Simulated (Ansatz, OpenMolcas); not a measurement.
# From Ansatz to OpenMolcas

This Ansatz 0.2.0 job computes singlet CH3BCl+:

job.yaml:
```yaml
crystal:
  periodic: [false, false, false]
  atoms:
    - {symbol: C, position_ang: [-0.289900, 0.325200, -0.312400]}
    - {symbol: B, position_ang: [0.195300, -1.059500, 0.167700]}
    - {symbol: Cl, position_ang: [1.467800, -1.355700, 1.297800]}
    - {symbol: H, position_ang: [-1.073500, 0.641700, 0.390700]}
    - {symbol: H, position_ang: [0.494200, 1.088800, -0.289700]}
    - {symbol: H, position_ang: [-0.752000, 0.295400, -1.300400]}
basis:
  gaussian:
    orbitals: aug-cc-pVDZ
total_charge: 1
output: {orbitals: {seedname: orbitals}}
accuracy: high
hamiltonian:
  xc: {name: BLYP}
magnetization:
  spin_polarized: false
  initial_magnetization: 0
```

```bash
$ ansatz run job.yaml --threads 1 --pin off --max-ram 3480MiB --events-out events.jsonl --progress --plain --runs-dir runs
```

The coordinates come from a PBE0-D4/def2-TZVP relaxation. That shape belongs to the parent species and isn't relaxed for this state.

It gives a total energy of -524.610027 Eh.

Question: Translate the job to OpenMolcas 26.06 as an input file of the program's own.

Answer: For example:

struct.xyz:
```
6

C     -0.289900     0.325200    -0.312400
B      0.195300    -1.059500     0.167700
Cl     1.467800    -1.355700     1.297800
H     -1.073500     0.641700     0.390700
H      0.494200     1.088800    -0.289700
H     -0.752000     0.295400    -1.300400
```

calc.input:
```
* CH3BCl Kohn-Sham DFT
>>> EXPORT MOLCAS_PRINT=2
&GATEWAY
BasLib
$CurrDir
Coord
struct.xyz
Basis
aug-cc-pVDZ
Group
NoSym
&SEWARD
GridInput
Grid=UltraFine
End of Grid
&SCF
Charge
1
KSDFT
BLYP
Thresholds
1e-10 1e-07 1e-07 1e-05
PrOrbitals
1 1
```

```bash
$ export MOLCAS_MEM=1860
$ pymolcas calc.input > calc.log
```

(Basis files named in the input come from the Basis Set Exchange and aren't shown.)

Its energy is -524.610026 Eh, the same as the first but for the last digit, at most.
